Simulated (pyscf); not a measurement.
Structures and frequencies: ωB97X-D3(BJ)/def2-SVP in PySCF.

Task: For HF + H₂N–GeH(F)–F → F–GeH(F)–F + NH₃, a four-centre exchange (singlet surface; F–H, Ge–N broken, F–Ge, H–N formed), PBE/def2-TZVP gives ΔE‡ = -4.2 kcal/mol and ΔE = -12.1 kcal/mol (zero: the separated reactants). In which direction and how far do B3LYP-D3(BJ)/def2-TZVP, M06-2X/def2-TZVP, ωB97M-D3(BJ)/def2-TZVP move these?

Result: B3LYP-D3(BJ): ΔE‡ = -0.6 kcal/mol, ΔE = -11.6 kcal/mol; M06-2X: ΔE‡ = -0.5 kcal/mol, ΔE = -11.3 kcal/mol; ωB97M-D3(BJ): ΔE‡ = 0.0 kcal/mol, ΔE = -11.2 kcal/mol. PBE's barrier lies under all of them, by 3.6 to 4.2 kcal/mol. Its reaction energy lies under all of them, by 0.5 to 0.8 kcal/mol. Low barriers are usual for a GGA, whose delocalisation error favours stretched bonds. On the reactant side the descent ends in a bound adduct, 8.9 kcal/mol under the separated species and 8.6 kcal/mol under the saddle at ωB97X-D3(BJ)/def2-TZVP. On the product side the descent ends in an adduct with a Ge–N contact, 12.4 kcal/mol under the separated species and 22.7 kcal/mol under the saddle at ωB97X-D3(BJ)/def2-TZVP. At PBE, B3LYP-D3(BJ), M06-2X the saddle lies under the separated reactants, which points to a path from their complex (located at ωB97X-D3(BJ) alone). What is counted as broken (Ge–N) persists as a longer contact in the product adduct; parting that adduct is a step of its own. This is the saddle that the search found; another between the same sides may lie lower. Elements up to Kr have no core potential and no relativistic terms here.
